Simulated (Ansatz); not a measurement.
Species: dilithium, Li$_{2}$, net charge 0, singlet state. 
Structure (B3LYP-D3(BJ)/def2-TZVP (Ansatz, a program for electronic structure) minimum search):
```xyz
2

Li     0.0000     0.0000    -1.3610
Li     0.0000     0.0000     1.3610
```
Charge 0, spin multiplicity 1.

Wanted: vertical electron affinity (to the doublet state of charge -1; a negative value means that the extra electron is unbound and the number depends on the basis; each state is the SCF solution reached for its spin; the UHF <S^2> is 1.29 for the doublet (pure: 0.75); for the doublet T1 is 0.150; for the singlet the Hartree-Fock reference is unstable and T1 is 0.018), in eV. Cores are frozen in the correlated levels unless marked. Open shells are spin-unrestricted. No spin-orbit coupling. No relativistic terms. Anions need diffuse functions: def2-D sets add few. CBS marks a two-point X^-3 extrapolation of the correlation energy; Hartree-Fock from the larger set.

```tsv
level	program	vertical electron affinity (eV)
r2SCAN/def2-TZVPD	Ansatz	0.45
wB97X-V/def2-TZVPD	Ansatz	0.19
wB97X/def2-TZVPD	Ansatz	0.16
CCSD/def2-TZVPPD	Ansatz	0.31
CCSD/CBS(def2-TZVPPD,def2-QZVPPD)	Ansatz	0.28
CCSD(T)/def2-QZVPPD	Ansatz	0.34
```
